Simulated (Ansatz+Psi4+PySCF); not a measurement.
**doublet C2H4(+): levels of theory in one basis**

```yaml
atoms:
  - { symbol: C, position_ang: [0.6675, 0.0000, 0.0000] }
  - { symbol: C, position_ang: [-0.6675, 0.0000, 0.0000] }
  - { symbol: H, position_ang: [1.2377, 0.9228, 0.0000] }
  - { symbol: H, position_ang: [1.2377, -0.9228, 0.0000] }
  - { symbol: H, position_ang: [-1.2377, 0.9228, 0.0000] }
  - { symbol: H, position_ang: [-1.2377, -0.9228, 0.0000] }
```

Basis set: cc-pVTZ (spherical functions). Correlated methods keep 2 orbitals frozen. Correlation on ROHF uses semicanonical orbitals with singles. Charge 1, multiplicity 2.

Computed with Ansatz (development build ahead of 0.2.0); each method stands on the lowest determinant of its kind that the runs found.

| method | E − E(ROHF) (eV) | <S²> of the determinant |
| --- | --- | --- |
| ROHF | 0.00 | 0.75 |
| UHF | -0.07 | 0.75 |
| ROHF-MP2 | -7.46 | – |
| UHF-MP2 | -7.45 | 0.75 |

Task: Is a single determinant a sound starting point here?

Result: By this sign, yes. Unrestricted orbitals gain 0.07 eV and <S²> is 0.75 against 0.75 for a pure state.

Caution for ROHF-MP2, UHF-MP2: MP2 on this radical cation hangs on the determinant chosen.
